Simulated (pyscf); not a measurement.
:HSi–PH₂ (SMILES [SiH]P) [singlet] + PH₃ (SMILES P) -> HP=SiH–PH₂ (SMILES P=[SiH]P) + H₂ (SMILES [H][H]) (concerted two-bond exchange; singlet surface; H–P, H–P broken, P–Si, H–H formed). Single points on ωB97X-D3(BJ)/def2-SVP structures (PySCF, gas phase). Energies in kcal/mol from the separated reactants.

```csv
level,barrier,reaction energy
ωB97X-D3(BJ)/def2-TZVP,19.0,-18.7
PBE/def2-TZVP,?,?
r²SCAN/def2-TZVP,10.3,-19.1
B3LYP-D3(BJ)/def2-TZVP,?,-15.2
ωB97M-D3(BJ)/def2-TZVP,24.2,-12.5
HF/def2-TZVP,52.9,-5.2
```

### Question
Complete the blanks.

### Answer

- PBE/def2-TZVP, barrier: 9.2
- PBE/def2-TZVP, reaction energy: -16.8
- B3LYP-D3(BJ)/def2-TZVP, barrier: 17.1

The functionals in the table span 15.0 kcal/mol in this barrier, from PBE to ωB97M-D3(BJ)/def2-TZVP. On the reactant side the descent ends in an adduct with a P–Si contact, 26.2 kcal/mol under the separated species and 45.2 kcal/mol under the saddle at ωB97X-D3(BJ)/def2-TZVP. What is counted as formed (P–Si) is already present as a longer contact in the reactant adduct; forming that adduct is a step of its own. The same reactants have a lower exit, to H₂P–SiH₂–PH₂ (barrier +4.0 kcal/mol at ωB97M-D3(BJ)/def2-TZVP, against +24.2 kcal/mol here). :HSi–PH₂ [singlet] lies 11.4 kcal/mol over its isomer H₂Si=PH (electronic energy, ωB97M-D3(BJ)/def2-TZVP). HP=SiH–PH₂ lies 15.9 kcal/mol over its isomer cyclic H₄P₂Si (SMILES [SiH2]1PP1) (electronic energy, ωB97M-D3(BJ)/def2-TZVP). One saddle was located; it need not be the lowest between these sides.
